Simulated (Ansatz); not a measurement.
Basis-set extrapolation for CH4Si, SMILES `C[SiH]` (PBE0-D4/def2-TZVP geometry, frozen core, Ansatz). Multiplicity 1, RHF reference.

|  | cc-pV(T+d)Z | cc-pV(Q+d)Z |
| --- | --- | --- |
| HF | -329.093276 | -329.098599 |
| MP2 correlation | -0.286129 | -0.304664 |
| CCSD(T) correlation | -0.333762 | -0.349326 |

Energies in hartree. Use E(X) = E(∞) + A·exp(−5.46·√X) for Hartree–Fock and E(X) = E(∞) + B·X^(−3.05) for correlation, with X = 3 and 4.

What is the CCSD(T) energy at the basis-set limit?

HF limit: -329.098599 + (-0.005323) × 0.30130 = -329.10020. Correlation limit: -0.349326 + (-0.015564) × 0.71189 = -0.36041. Total: -329.46061 hartree, 21.1 kcal/mol below CCSD(T)/cc-pV(T+d)Z.
